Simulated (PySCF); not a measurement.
Compound: isocyanodiacetylene, C₅HN.
Numbering: `[C-:1]#[N+:2][C:3]#[C:4][C:5]#[CH:6]` (hydrogens: H7 on C6)

All values: PBE0/def2-SVPD (PySCF, non-relativistic), on one gas-phase PBE0-D3(BJ)/def2-SVP geometry that isn't relaxed in the solvent. The solvent is an IEF-PCM continuum (cavity from Bondi-type radii × 1.2), and excitations are vertical TDDFT with non-equilibrium linear response and a frozen core. Only the electrostatic response of the medium enters.

Gas-phase singlets (H = HOMO, L = LUMO):

```tsv
state	E (eV)	λ (nm)	f	leading configuration
S1	4.011	309	0.000	H→L 46%
S2	4.180	297	0.000	H-1→L+1 49%
S3	4.180	297	0.000	H-1→L 49%
S4	6.367	195	0.026	H-2→L 84%
S5	6.367	195	0.026	H-2→L+1 84%
```

Problem. Give the list for tetrahydrofuran (ε = 7.426), n² = 1.97.

Solution. 
```csv
state,E (eV),λ (nm),f,leading configuration,change by rank (eV)
S1,3.986,311,0.000,H→L 47%,-0.025
S2,4.147,299,0.000,H-1→L+1 29%,-0.033
S3,4.147,299,0.000,H→L+1 29%,-0.033
S4,6.333,196,2.414,H→L+1 44%,-0.034
S5,6.361,195,0.000,H-3→L 37%,-0.006
```

Problem. How does the list change in dichloromethane (ε = 8.93)?

Solution. 
```tsv
state	E (eV)	λ (nm)	f	leading configuration	change by rank (eV)
S1	3.985	311	0.000	H→L 47%	-0.026
S2	4.146	299	0.000	H-1→L+1 31%	-0.034
S3	4.146	299	0.000	H→L+1 31%	-0.034
S4	6.318	196	2.424	H→L+1 44%	-0.049
S5	6.360	195	0.000	H-3→L 37%	-0.007
```

Problem. How do the frontier levels move from gas to dichloromethane?

Solution. 
| orbital | gas (eV) | solvent (eV) | change (eV) | Löwdin shares, gas | Löwdin shares, solvent |
| --- | --- | --- | --- | --- | --- |
| LUMO+2 | 0.68 | 0.77 | +0.09 | C3 29 %, C4 20 %, C6 20 %, C5 17 % | C3 31 %, C4 22 %, C5 18 %, C6 15 % |
| LUMO+1 | -2.20 | -2.14 | +0.06 | C1 25 %, C6 16 %, C4 16 %, N2 15 % | C1 27 %, N2 16 %, C6 16 %, C4 16 % |
| LUMO | -2.20 | -2.14 | +0.06 | C1 25 %, C6 16 %, C4 16 %, N2 15 % | C1 27 %, N2 16 %, C6 16 %, C4 16 % |
| HOMO | -7.97 | -7.87 | +0.10 | C6 24 %, C3 20 %, C4 18 %, C5 18 % | C6 24 %, C3 20 %, C5 18 %, C4 18 % |
| HOMO-1 | -7.97 | -7.87 | +0.10 | C6 24 %, C3 20 %, C4 18 %, C5 18 % | C6 24 %, C3 20 %, C5 18 %, C4 18 % |
| HOMO-2 | -9.63 | -9.80 | -0.17 | C1 83 %, N2 16 % | C1 83 %, N2 16 % |
| HOMO-3 | -10.50 | -10.41 | +0.09 | C5 31 %, C4 24 %, C6 19 %, N2 10 % | C5 31 %, C4 24 %, C6 19 %, C3 10 % |

The HOMO–LUMO gap goes from 5.76 to 5.73 eV. Shares within a degenerate set are those of one arbitrary member.

The run took about 12 s of CPU time (one thread, shared machine). This is the whole response run at PBE0/def2-SVPD in dichloromethane, SCF included.
